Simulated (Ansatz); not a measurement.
# C2H7Al: the cost of one run

Program: Ansatz 0.2.0. Level of theory: RKS PBE/6-31G*. These are calculated values, not measurements.

## 1. The system as given

Bond lengths: Al1–C2 2.170 Å, C2–H3 1.110 Å, C2–H4 1.110 Å, C2–C5 1.520 Å, C5–H6 1.110 Å, C5–H7 1.110 Å, C5–H8 1.110 Å, Al1–H9 1.760 Å, Al1–H10 1.560 Å. Angles (14 of 15 angles, heavy atoms first): Al1–C2–C5 112.9°, Al1–C2–H3 70.8°, Al1–C2–H4 134.6°, H3–C2–C5 109.4°, H4–C2–C5 109.4°, C2–Al1–H9 44.2°, C2–Al1–H10 160.3°, C2–C5–H6 109.5°, C2–C5–H7 109.5°, C2–C5–H8 109.5°, H3–C2–H4 109.4°, H9–Al1–H10 155.5°, H6–C5–H7 109.4°, H6–C5–H8 109.4°.

Structure file:

```xyz
10

Al    0.0000    0.0000    0.0000
C     1.4047    0.0000    1.6540
H     0.4051   -0.3092    2.0245
H     2.1723   -0.7111    2.0245
C     1.7225    1.3971    2.1614
H     2.3207    1.3257    3.0936
H     2.3023    1.9479    1.3916
H     0.7767    1.9396    2.3699
H     1.7519    0.0000    0.1685
H    -1.3510    0.0000   -0.7800
```

## 2. A restrained relaxation towards end A

Springs on the bonds that form and break draw the guess towards this end; the thresholds are loose.

The input, input.yaml:

```yaml
crystal:
  periodic: [false, false, false]
  atoms:
    - { symbol: Al, position_ang: [0.0, 0.0, 0.0] }
    - { symbol: C, position_ang: [1.4047, 0.0, 1.654] }
    - { symbol: H, position_ang: [0.4051, -0.3092, 2.0245] }
    - { symbol: H, position_ang: [2.1723, -0.7111, 2.0245] }
    - { symbol: C, position_ang: [1.7225, 1.3971, 2.1614] }
    - { symbol: H, position_ang: [2.3207, 1.3257, 3.0936] }
    - { symbol: H, position_ang: [2.3023, 1.9479, 1.3916] }
    - { symbol: H, position_ang: [0.7767, 1.9396, 2.3699] }
    - { symbol: H, position_ang: [1.7519, 0.0, 0.1685] }
    - { symbol: H, position_ang: [-1.351, 0.0, -0.78] }
basis:
  gaussian: { orbitals: "6-31G*" }
hamiltonian:
  xc: pbe
relax:
  f_tol: 0.15
  max_steps: 25
  restrain:
    - { distance: [1, 8], at: 2.31, k: 30.0 }
    - { distance: [0, 1], at: 1.97, k: 30.0 }
    - { distance: [0, 8], at: 1.56, k: 30.0 }
output:
  orbitals: {}
```

On the command line:

```console
> ansatz run input.yaml --threads 1 --pin off --max-ram 2048MiB --backend cpu --events-out ev --progress --plain --runs-dir out
```

What time and memory should one allow on 1 thread of Arm Neoverse V2, shared host?

About 20 s, with a peak of 0.12 GiB.
